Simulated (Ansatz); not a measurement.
Worked example: GaGeH3 (H-bridged), triplet against GaGeH₃ (H-bridged), singlet

Geometry (PBE0/def2-TZVP stationary point of a singlet), kept for both states (GaGeH3 (H-bridged), singlet: A'; GaGeH3 (H-bridged), triplet: A'):

```xyz
5

Ge   -0.0029    0.0000    1.1507
Ga   -0.0317    0.0000   -1.1673
H     0.9218    1.0676    0.2232
H     0.9218   -1.0676    0.2232
H     0.5638    0.0000   -2.6290
```

Basis cc-pVDZ; Ansatz 0.2.0. Only valence electrons are correlated (noble-gas cores and the filled d shells of p-block atoms frozen). R marks a restricted (for open shells ROHF) determinant, U an unrestricted one. No spin–orbit coupling is included, and no scalar relativity.

Full CI isn't at hand for all of this; UCCSDT(Q) serves as the reference, and is uncertain by about the last step of the cluster series.

```csv
level,"E(GaGeH3 (H-bridged), singlet) (hartree)","E(GaGeH3 (H-bridged), triplet) (hartree)"
UHF,-4000.240568,-4000.148773
UMP2,-4000.401657,-4000.287940
UCCSD(T),-4000.443249,-4000.329777
PBE,-4002.948344,-4002.834000
r2SCAN,-4003.530996,-4003.421071
UCCSDT(Q),-4000.444916,-4000.331402
```

Problem. Give the vertical gap, GaGeH3 (H-bridged) triplet less GaGeH3 (H-bridged) singlet, at each level in eV (1 hartree = 27.2114 eV), and each error against UCCSDT(Q).

Solution. UCCSDT(Q): (-4000.331402 − (-4000.444916)) × 27.2114 = 3.089 eV (the reference)
r2SCAN: (-4003.421071 − (-4003.530996)) × 27.2114 = 2.991 eV, error -0.098 eV
PBE: (-4002.834000 − (-4002.948344)) × 27.2114 = 3.111 eV, error 0.022 eV
UCCSD(T): (-4000.329777 − (-4000.443249)) × 27.2114 = 3.088 eV, error -0.001 eV
UMP2: (-4000.287940 − (-4000.401657)) × 27.2114 = 3.094 eV, error 0.005 eV
UHF: (-4000.148773 − (-4000.240568)) × 27.2114 = 2.498 eV, error -0.591 eV

Total energies of functionals can't be set beside those of wave-function methods, since they hold the core's correlation and their own absolute errors; only the differences compare.

In so small a basis the reference is far from its limit while semilocal and hybrid functionals are nearer theirs, so the functionals' errors here hold much of the reference's basis and frozen-core error, which can add to them or hide them.

Each level lands on the state that its own search finds. T1 diagnostics of restricted CCSD: 0.017 and 0.024.
